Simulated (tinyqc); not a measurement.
The integration grid: Kohn-Sham PBE on finer and finer grids in the sto-3g basis, for LiH+, spin multiplicity 2. Computed by the program tinyqc with PySCF. Self-consistent on each grid; the net force on the molecule should vanish.

Geometry (angstrom):

| atom | x | y | z |
|---|---|---|---|
| Li | 0.0000 | 0.0000 | 0.0000 |
| H | 0.0000 | 0.0000 | 2.1190 |

Kohn-Sham energy on Becke grids (radial x angular points per atom):

| grid | points | residual of the electron count | E (hartree) | E - finest (mhartree) | largest net force without grid terms (hartree/bohr) |
|---|---|---|---|---|---|
| 10 x 14 | 275 | 2.26e-02 | -7.67735 | -35.74021 | 6.72e-03 |
| 15 x 26 | 772 | -7.89e-03 | -7.63886 | 2.74713 | 5.17e-03 |
| 20 x 50 | 1989 | 4.88e-04 | -7.64157 | 0.04419 | 8.44e-04 |
| 30 x 86 | 5143 | 2.98e-04 | -7.64163 | -0.02155 | 1.84e-04 |
| 50 x 194 | 19369 | 2.00e-05 | -7.64162 | -0.00834 | 2.48e-05 |
| 75 x 302 | 45231 | -2.41e-06 | -7.64161 | 0.00081 | 1.25e-06 |
| 120 x 590 | 141446 | -6.44e-09 | -7.64161 | 0.00000 | 5.57e-08 |

What does the comparison show, and why?

The energy is within 0.1 mhartree of the finest grid first at 20 x 50. The error has both signs, since quadrature is not variational. The electron count and the net force are cheap signs of a poor grid.
